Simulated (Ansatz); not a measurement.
# PH− (quartet): from Hartree-Fock to the top rungs, 6-31++G**

Aim: climb from Hartree-Fock through coupled cluster and multireference methods for PH− (quartet) at one geometry and basis, and see what each rung misses.

The runs use Ansatz 0.2.0, Gaussian basis; 6-31++G**, core rule «outside noble gas», up to 5 orbitals frozen.

Plan: UHF; CCSD(T) on ROHF; CCSD(T) on UHF; BCCD(T) on ROHF; CISD as a restricted active space (open shells left free, so some higher excitations enter); CCSDT(Q) on ROHF; CCSDT(Q) on UHF; CISDTQ; CASSCF and MRCISD+Q, 7 electrons in 5 orbitals; CASSCF and NEVPT2, 7 electrons in 5 orbitals; Full CI.

18 further runs of the same task are left out: 9 that didn't finish, 9 set aside as unsound or not needed. Runs told in other sessions of the task aren't counted.

## (1) What is computed

The geometry is a PBE0/def2-TZVPD stationary point (not a proven minimum) of the parent state, kept for this charge and spin.

2 atoms, charge -1, spin multiplicity 4.

Atoms are counted from 1 here; the program's logs count them from 0.

Bond lengths: P1–H2 1.443 Å.

## (2) UHF

The input, in.yaml:

```yaml
crystal:
  periodic: [false, false, false]
  atoms:
    - {symbol: P, position_ang: [0.000000, 0.000000, 0.000000]}
    - {symbol: H, position_ang: [0.000000, 0.000000, 1.442600]}
basis:
  gaussian: {orbitals: "6-31++G**"}
total_charge: -1
magnetization: {spin_polarized: true, initial_magnetization: 3}
hamiltonian: {xc: hf}
output: {orbitals: {seedname: orbitals}}
```

Run with:

```
$ ansatz run in.yaml --threads 1 --pin off --events-out ev --progress --plain --max-ram 2393MiB
```

Further steps of the session: CCSD(T) on ROHF; CCSD(T) on UHF; BCCD(T) on ROHF; CISD as a restricted active space (open shells left free, so some higher excitations enter); CCSDT(Q) on ROHF; CCSDT(Q) on UHF; CISDTQ; CASSCF and MRCISD+Q, 7 electrons in 5 orbitals; CASSCF and NEVPT2, 7 electrons in 5 orbitals; Full CI.

Q: Predict the results of all the runs planned. Wanted: FCI from the RHF energy; RMP2 from FCI; UMP2 from FCI; RCCSD from FCI; RCCSD(T) from FCI; UCCSD(T) from FCI; RCCSDT(Q) from FCI; UCCSDT(Q) from FCI; NEVPT2 valence from FCI.

The runs gave:

| quantity | value |
| --- | --- |
| FCI from the ROHF energy | -3.0619 eV |
| RMP2 from FCI | +650.0 meV |
| UMP2 from FCI | +667.3 meV |
| RCCSD from FCI | +89.9 meV |
| RCCSD(T) from FCI | +19.7 meV |
| UCCSD(T) from FCI | +19.2 meV |
| RCCSDT(Q) from FCI | +0.3 meV |
| UCCSDT(Q) from FCI | 0.0 meV |
| NEVPT2 valence from FCI | +880.6 meV |
| MRCISD+Q valence from FCI | +2.3 meV |
| levels within 1 kcal/mol (43 meV) | RCCSD(T), UCCSD(T), BCCD(T), RCCSDT, UCCSDT, CISDTQ, RCCSDT(Q), UCCSDT(Q), MRCISD+Q valence |
| T1 diagnostic | 0.035 |
| effectively unpaired electrons | 3.03 |

In words: RCCSD(T) lands +19.7 meV from the yardstick (0.6 % of the correlation energy). One determinant dominates. Of the multireference levels listed MRCISD+Q valence comes nearest in total energy (+2.3 meV), which doesn't show that its space is the better one. These misses are within one basis, not against nature; the frozen cores of restricted and unrestricted runs differ, which can shift their rows. The highest orbital lies above zero: the basis alone holds the extra electron.

Levels on UHF freeze UHF's core orbitals, full CI those of ROHF, so the U rows can settle a little off it for that reason alone.

With open shells the CI space here admits some higher excitations, so it is larger than plain CISD.
